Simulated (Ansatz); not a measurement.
## Ansatz (development build ahead of 0.2.0) run

```yaml
crystal:
  periodic: [false, false, false]
  atoms:
    - { symbol: Al, position_ang: [0.0, 0.0, -0.12865] }
    - { symbol: H, position_ang: [0.0, 0.0, 1.67243] }
basis:
  gaussian: { orbitals: def2-TZVP }
hamiltonian:
  xc: hf
correlation:
  method: mp2
  frozen_orbitals: { Al: 5, H: 0 }
```

The input is written out in the form of the current development build from the run's settings.

Output:

```json
{"Converged": "yes", "Reference energy": "-242.45385 hartree", "Correlation energy": "-0.05797 hartree", "Total energy": "-242.51183 hartree", "Spin squared of the determinant": "0.000"}
```
